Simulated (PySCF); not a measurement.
Assignment exercise: C3H5N3

Cartesian coordinates in Å; atom numbers follow the order of the lines, from 1:
```xyz
11

C    -1.356    0.042    0.460
N     0.001   -0.002   -0.022
C     0.744   -1.099   -0.343
N     1.952   -0.749   -0.696
N     2.028    0.604   -0.608
C     0.864    1.037   -0.204
H    -1.779    1.037    0.273
H    -1.969   -0.697   -0.073
H    -1.406   -0.166    1.540
H     0.356   -2.117   -0.307
H     0.591    2.078   -0.033
```

- PBE0-D3(BJ)/def2-SVP geometry
- couplings computed with B3LYP/pcJ-1 (spin–dipole term only in couplings to heteroatoms)
- B97-2/pcSseg-2 with gauge-including orbitals
- code: PySCF 2.14
- non-relativistic, in vacuum, one conformer, averaged over atoms made equivalent by symmetry, fast rotation or ring inversion

References, each an isolated molecule treated in the same way: 13C, 1H vs TMS.

**Question.** Assign these signals to the numbered atoms. 13C{1H} NMR (computed): δ 147.1, 31.6.

**Answer.** 
| δ (ppm) | atoms | environment | reason |
| --- | --- | --- | --- |
| 147.1 | C3/C6 | aromatic CH between two ring heteroatoms | – |
| 31.6 | C1 | methyl carbon bonded to N | pulled downfield by the heteroatom |

**Question.** Assign these signals to the numbered atoms. 1H NMR (400 MHz, computed): δ 7.85 (s, 2H), 3.57 (s, 3H).

**Answer.** 
| δ (ppm) | atoms | environment | reason |
| --- | --- | --- | --- |
| 7.85 | H10/H11 | hydrogen on an aromatic CH between two ring heteroatoms | it sits in the deshielding region of the aromatic ring current |
| 3.57 | H7/H8/H9 | hydrogen on a methyl carbon bonded to N | its carbon carries N, an electronegative neighbour |

Shifts are as computed. Against solution values, carbons near 30 ppm lie about +4 ppm off and those near 130 ppm about +7 ppm. Of 1211 compounds with measured shifts, 218 miss one by over three times the rms of a fit or turn the order of signals round; such compounds aren't used in these exercises.
